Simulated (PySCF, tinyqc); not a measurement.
Worked calculation: FCI on RHF in the sto-3g basis, frozen core, for HF, spin multiplicity 1. The lowest restricted solution is unstable here: a spin-polarised one lies 0.0282 hartree lower (PySCF). One step of it, computed by the program tinyqc.

Task: Orthogonalisation. S = U s U^T; symmetric (Loewdin) form X = U s^(-1/2) U^T, so that X^T S X = 1.

overlap S, lower triangle:
```
           1F 1s     1F 2s    1F 2px    1F 2py    1F 2pz     2H 1s
1F 1s   1.000000
1F 2s   0.237990  1.000000
1F 2px  0.000000  0.000000  1.000000
1F 2py  0.000000  0.000000  0.000000  1.000000
1F 2pz  0.000000  0.000000  0.000000  0.000000  1.000000
2H 1s   0.016213  0.200327  0.000000  0.000000  0.182678  1.000000
```

Give: eigenvalues of S; X.

Result:

eigenvalues of S: 0.6710  0.8627  1.0000  1.0000  1.1213  1.3450

X, lower triangle:
```
          1F 1s    1F 2s  1F 2px  1F 2py   1F 2pz   2H 1s
1F 1s    1.0224
1F 2s   -0.1254   1.0389
1F 2px   0.0000   0.0000  1.0000
1F 2py   0.0000   0.0000  0.0000  1.0000
1F 2pz  -0.0018   0.0149  0.0000  0.0000   1.0132
2H 1s    0.0109  -0.1074  0.0000  0.0000  -0.0958  1.0294
```
